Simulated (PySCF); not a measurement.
**Core-level binding energies of acetyl cation**

Species: acetyl cation, C₂H₃O (charge +1).
SMILES with atom numbers: `[CH3:1][C:2]#[O+:3]`

The calculation used delta-SCF UKS SCAN, pcX-2 on the ionised atom, pcseg-1 elsewhere, spin-free X2C (PySCF). Each binding energy is the total energy of the core-ionised species, with the hole localised on one atom, minus that of the ground state; both are solved self-consistently, so orbital relaxation is included.

**Question.** Give the core binding energies atom by atom.

**Answer.** 
```json
{"atom(s)": "C1", "environment": "methyl carbon", "level": "C 1s", "binding energy (eV)": "300.18", "above the level's lowest (eV)": "0.00", "count": "1"}
{"atom(s)": "C2", "environment": "triply bonded carbon", "level": "C 1s", "binding energy (eV)": "304.41", "above the level's lowest (eV)": "+4.23", "count": "1"}
{"atom(s)": "O3", "environment": "oxygen bonded to C", "level": "O 1s", "binding energy (eV)": "549.59", "above the level's lowest (eV)": "0.00", "count": "1"}
```

Lowest listed C 1s: C1, bonded to C and 3 H. Highest, 4.23 eV above it: C2, bonded to O (triple bond) and C. Summing the Pauling electronegativity differences to the bonded atoms, each weighted by its formal bond order, gives -1.05 for the lowest site and +2.67 for the highest.

**Question.** Which photon energy gives electrons from C 1s of C2 a kinetic energy of 200 eV, and what is their de Broglie wavelength?

**Answer.** hν = 304.41 + 200 = 504.41 eV, recoil neglected; λ = 12.264 Å/√(E/eV) = 0.87 Å.

**Question.** Which effective nuclear charge Zeff reproduces each element's mean 1s value in the hydrogen-like formula E = 13.606 eV × Zeff²?

**Answer.** C (Z = 6): mean 302.3 eV, Zeff = 4.71, Z − Zeff = 1.29; O (Z = 8): mean 549.6 eV, Zeff = 6.36, Z − Zeff = 1.64. Means run over the listed sites, weighted by atom count.

The species carries charge +1, so core ionisation leaves charge +2. Geometry: PBE0-D3(BJ)/def2-SVP; no solvent, vibrations or thermal averaging.
